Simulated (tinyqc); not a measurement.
Inside a calculation. Method: FCI on RHF in the sto-6g basis, frozen core, for HF, spin multiplicity 1. One step of it, computed by the program tinyqc.

Task: FCI: determinants and Hamiltonian. Slater-Condon rules over spin orbitals, with the nuclear repulsion and the energy of the frozen orbital added and E(HF) subtracted on the diagonal. Only determinants linked to the reference directly or through others are kept (one block of an abelian symmetry group), so some states are absent.

one-electron integrals dressed by the frozen orbital, h + 2 (pq|11) - (p1|1q) (hartree):
```
           2          3          4          5          6
2  -6.851782   0.292991   0.000000   0.000000   0.713918
3   0.292991  -5.602279   0.000000   0.000000   1.185714
4   0.000000   0.000000  -6.235361   0.000000   0.000000
5   0.000000   0.000000   0.000000  -6.235361   0.000000
6   0.713918   1.185714   0.000000   0.000000  -4.382874
```

energy of the frozen orbital, 2 h_11 + (11|11) = -76.54445956 hartree

Two-electron integrals over orbitals (pq|rs), unique and non-zero (hartree); the lowest 1 orbital is frozen and left out:
```
(22|22) 0.861710    (32|22) -0.023167   (32|32) 0.156267    (33|22) 0.753406
(33|32) -0.045543   (33|33) 0.762010    (42|42) 0.182223    (43|42) -0.041155
(43|43) 0.046756    (44|22) 0.882744    (44|32) -0.076648   (44|33) 0.750583
(44|44) 0.998085    (52|52) 0.182223    (53|52) -0.041155   (53|53) 0.046756
(54|54) 0.053789    (55|22) 0.882744    (55|32) -0.076648   (55|33) 0.750583
(55|44) 0.890506    (55|55) 0.998085    (62|22) -0.127500   (62|32) -0.049063
(62|33) -0.037777   (62|44) -0.124938   (62|55) -0.124938   (62|62) 0.096404
(63|22) -0.172581   (63|32) 0.093542    (63|33) -0.121437   (63|44) -0.199770
(63|55) -0.199770   (63|62) 0.055681    (63|63) 0.180696    (64|42) -0.041215
(64|43) -0.015452   (64|64) 0.031200    (65|52) -0.041215   (65|53) -0.015452
(65|65) 0.031200    (66|22) 0.679392    (66|32) 0.069444    (66|33) 0.670302
(66|44) 0.649502    (66|55) 0.649502    (66|62) -0.066999   (66|63) -0.013302
(66|66) 0.714801
```

nuclear repulsion = 4.96620949 hartree

Hartree-Fock energy = -99.50168871 hartree

Give: determinants; H - E(HF) between determinants.

Result:

Occupation strings over the orbitals (2 doubly, a alpha, b beta, 0 empty; spin orbitals ordered 1a 1b 2a 2b ...): 222220 22a22b 2a222b 22b22a 2b222a 222202 222022 220222 2ab222 2ba222 202222

H - E(HF) between determinants (hartree):
```
         222220   22a22b   2a222b   22b22a   2b222a   222202   222022   220222
222220   0.0000   0.0000   0.0000   0.0000   0.0000   0.0312   0.0312   0.1807
22a22b   0.0000   0.6663  -0.0138  -0.1807  -0.0557   0.0155   0.0155   0.1081
2a222b   0.0000  -0.0138   1.4650  -0.0557  -0.0964   0.0412   0.0412  -0.0935
22b22a   0.0000  -0.1807  -0.0557   0.6663  -0.0138  -0.0155  -0.0155  -0.1081
2b222a   0.0000  -0.0557  -0.0964  -0.0138   1.4650  -0.0412  -0.0412   0.0935
222202   0.0312   0.0155   0.0412  -0.0155  -0.0412   1.2721   0.0538   0.0468
222022   0.0312   0.0155   0.0412  -0.0155  -0.0412   0.0538   1.2721   0.0468
220222   0.1807   0.1081  -0.0935  -0.1081   0.0935   0.0468   0.0468   1.4689
2ab222  -0.0557   0.0935  -0.1593  -0.0292   0.0491   0.0412   0.0412   0.1288
2ba222   0.0557  -0.0292   0.0491   0.0935  -0.1593  -0.0412  -0.0412  -0.1288
202222   0.0964   0.0491   0.0605  -0.0491  -0.0605   0.1822   0.1822   0.1563

         2ab222   2ba222   202222
222220  -0.0557   0.0557   0.0964
22a22b   0.0935  -0.0292   0.0491
2a222b  -0.1593   0.0491   0.0605
22b22a  -0.0292   0.0935  -0.0491
2b222a   0.0491  -0.1593  -0.0605
222202   0.0412  -0.0412   0.1822
222022   0.0412  -0.0412   0.1822
220222   0.1288  -0.1288   0.1563
2ab222   2.2499  -0.1563   0.1064
2ba222  -0.1563   2.2499  -0.1064
202222   0.1064  -0.1064   3.1478
```
